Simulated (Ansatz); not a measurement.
Geometry optimisation, Ansatz 0.2.0, UKS B3LYP-D4/cc-pVDZ.

Input file:

```yaml
crystal:
  periodic: [false, false, false]
  atoms:
    - { symbol: B, position_ang: [0.0, 0.0, 0.0] }
    - { symbol: H, position_ang: [0.0, 0.0, 1.44] }
    - { symbol: F, position_ang: [1.1431, 0.0, -0.66] }
    - { symbol: Cl, position_ang: [-1.6108, 0.0, -0.93] }
    - { symbol: H, position_ang: [0.0, 0.0, 2.4] }
magnetization:
  spin_polarized: true
  initial_magnetization: 1
basis:
  gaussian: { orbitals: cc-pVDZ }
hamiltonian:
  xc: b3lyp
  dispersion: d4
relax:
  f_tol: 0.15
  max_steps: 25
  restrain:
    - { distance: [1, 4], at: 1.86, k: 30.0 }
    - { distance: [0, 1], at: 1.19, k: 30.0 }
```

Launched with:

```bash
$ ansatz run input.yaml --threads 1 --pin off --max-ram 2048MiB --backend cpu --events-out ev --progress --plain --runs-dir out
```

Question: Where does it end, and by what steps?

Answer: The forces met the threshold. The restraints hold the end off the free minimum; the threshold counts their pulls, which the force column leaves out. Restrained pairs: H2–H5 (0.96 → 1.86 Å), B1–H2 (1.44 → 1.20 Å). After 5 steps the energy has fallen by 0.363 eV (the restraints' own energy left out); H5 moved furthest, 0.57 Å.

```csv
step,energy less start (eV),largest force component (eV/Å),accepted
0,0.0000,1.510,yes
1,-0.1831,1.354,yes
2,-0.2349,1.928,yes
3,-0.3615,0.232,yes
4,-0.3498,0.909,no
5,-0.3625,0.205,yes
```

```xyz
5
Properties=species:S:1:pos:R:3
B -0.029 0.000 -0.086
H -0.026 0.000 1.110
F 1.111 0.000 -0.761
Cl -1.541 0.000 -0.986
H 0.018 0.000 2.974
```

The run took 16 s on 1 thread of Arm Neoverse V1, on a shared host, peak memory 0.14 GiB.
